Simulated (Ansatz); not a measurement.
Relaxation of CH3MgO (6 atoms, charge 0, multiplicity 2), to a largest force component of 0.015 eV/Å in at most 40 steps.

Level of theory: UKS B3LYP/def2-SVP (Ansatz).

```xyz
6
Properties=species:S:1:pos:R:3
C 0.509 -0.178 0.039
O -0.306 0.930 -0.448
Mg 0.285 2.559 0.602
H 0.247 -1.051 -0.511
H 1.538 0.069 -0.166
H 0.282 -0.245 1.114
```

Task: Where does it end, and by what steps?

Result: The forces met the threshold. After 7 steps the energy has fallen by 0.768 eV; O2 moved furthest, 0.79 Å.

```csv
step,energy less start (eV),largest force component (eV/Å),accepted
0,0.0000,2.789,yes
1,-0.3939,1.400,yes
2,-0.5843,0.960,yes
3,-0.6851,0.631,yes
4,-0.7191,0.803,yes
5,-0.7667,0.066,yes
6,-0.7678,0.126,yes
7,-0.7683,0.002,yes
```

```xyz
6
Properties=species:S:1:pos:R:3
C 0.568 -0.182 0.096
O 0.208 1.150 0.116
Mg -0.252 2.878 0.150
H -0.014 -0.763 -0.651
H 1.640 -0.324 -0.158
H 0.406 -0.676 1.077
```

Whether the end is a true minimum wasn't checked by a vibrational analysis.

Run time: 78 s on 1 thread of Intel(R) Xeon(R) Processor @ 2.50GHz (Skylake/Cascade Lake), with other jobs on the host, peak memory 0.16 GiB.
